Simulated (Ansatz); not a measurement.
A made-up structure of CH2FSi (charge -1), singlet:

| atom | x (Å) | y (Å) | z (Å) |
| --- | --- | --- | --- |
| F1 | -0.6011 | -1.8044 | 0.8107 |
| C2 | -0.3084 | -0.4318 | 0.1100 |
| Si3 | 1.3766 | 0.5680 | 0.3504 |
| H4 | -1.2917 | -0.1545 | -0.5631 |
| H5 | 0.8246 | 1.8227 | -0.7080 |

It is relaxed with PBE-D4/def2-SVPD and then PBE0-D4/def2-TZVPD (Ansatz 0.2.0). Atoms count as bonded within 1.22 times the sum of their covalent radii (H–H: 0.88 Å). The end point is not checked to be a true minimum.

Does its bonding change? (A judgement: the text doesn't fix the answer.)

Computed: No: no bond forms or breaks.

Where it ends: The first stage lowers the energy by 0.85 eV in 6 steps. It ends as CH₂FSi ([F][CH][SiH]), total charge -1:
F1  (-0.537, -1.611, 0.724)
C2  (-0.275, -0.386, 0.099)
Si3  (1.229, 0.507, 0.313)
H4  (-1.152, -0.137, -0.503)
H5  (0.735, 1.627, -0.632)
(Å)

Labels in which every atom is bracketed show which atoms are joined, not bond orders.

For scale, one of the runs: PBE0-D4/def2-TZVPD relaxation, 138 basis functions, launched by `ansatz run in.yaml --threads 2 --pin off --events-out ev --progress --plain --max-ram 4352MiB`. Hardware: 2 CPU threads of an Intel Xeon 6975P-C, shared host. Wall time about 8.5 s.
